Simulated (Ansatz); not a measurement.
2H MoSe₂: LDA at its full settings (plane-wave cutoff 520 eV, 12×12×4 k mesh (along the axes of the cell as run), Fermi–Dirac smearing 0.01 eV, no spin polarisation, scalar-relativistic PAW data made under PBE) and at cheaper ones, in a cell of 6 atoms with Γ-centred meshes.

```csv
level and setting,lattice constant a (Å),c axis length (Å),bulk modulus (GPa)
LDA (Ansatz),3.248,12.742,41.8
LDA (Γ point alone) (Ansatz),3.618,15.037,12.2
LDA (2×2×2 k mesh) (Ansatz),3.238,13.648,22.6
LDA (4×4×4 k mesh) (Ansatz),3.243,12.747,43.2
```

Largest shifts from the full settings: lattice constant a +11.4 % (LDA (Γ point alone)), against a difference of -1.25 % of the full result from the reference 3.289 Å (measured, 300 K, no zero-point or thermal correction; as tabulated in arXiv:1605.07067); lattice parameter c +18.0 % (LDA (Γ point alone)), against a difference of -1.43 % of the full result from the reference 12.927 Å (measured, 300 K, not corrected to a static lattice; as tabulated in arXiv:1605.07067); bulk modulus -71 % (LDA (Γ point alone)).

The full settings aren't shown to be converged themselves.

Caveats: LDA has no dispersion term either, though it tends to give short spacings of layers, chains or molecules (LDA, LDA (Γ point alone), LDA (2×2×2 k mesh), LDA (4×4×4 k mesh)); for a layered or molecular solid the relaxed cell lies over 5 % above the published volume, where the minimum can be shallow (LDA (Γ point alone)). Ansatz's density-functional and Hartree–Fock values are scalar-relativistic unless marked +SOC, with PAW data made under PBE.

Run with cheap settings on purpose, which may leave them unconverged: LDA (2×2×2 k mesh), LDA (4×4×4 k mesh), LDA (Γ point alone).

Ansatz is a program for electronic structure.
